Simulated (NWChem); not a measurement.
## Basis-set convergence for acetonitrile (C$_{2}$H$_{3}$N)

SMILES: CC#N
```xyz
6

C      0.0097    -1.1791     0.0000
C     -0.0023     0.2809     0.0000
N     -0.0118     1.4391     0.0000
H     -0.5031    -1.5656     0.8936
H     -0.5031    -1.5656    -0.8936
H      1.0447    -1.5529     0.0000
```
Charge 0, spin multiplicity 1.

Everything below was run with NWChem. Structure: optimised with B3LYP/def2-SVP, a minimum by its harmonic frequencies.

Quantity: LUMO energy at the level PBE0.

The Pople sets run with spherical d functions.

```csv
basis,functions,LUMO energy (eV)
STO-3G,18,4.19
3-21G,33,[?]
cc-pVDZ,57,1.18
pcseg-1,57,0.92
6-311G**,72,1.00
6-311++G**,87,[?]
aug-pcseg-1,96,[?]
pcseg-2,132,0.24
cc-pVTZ,132,0.88
cc-pVQZ,255,0.49
```

**Question.** What belongs in the gaps?

**Answer.** 
- 3-21G, LUMO energy (eV): 1.45
- 6-311++G**, LUMO energy (eV): -0.29
- aug-pcseg-1, LUMO energy (eV): -0.36

This LUMO lies above zero in the largest set, so its value hangs on the diffuse functions.
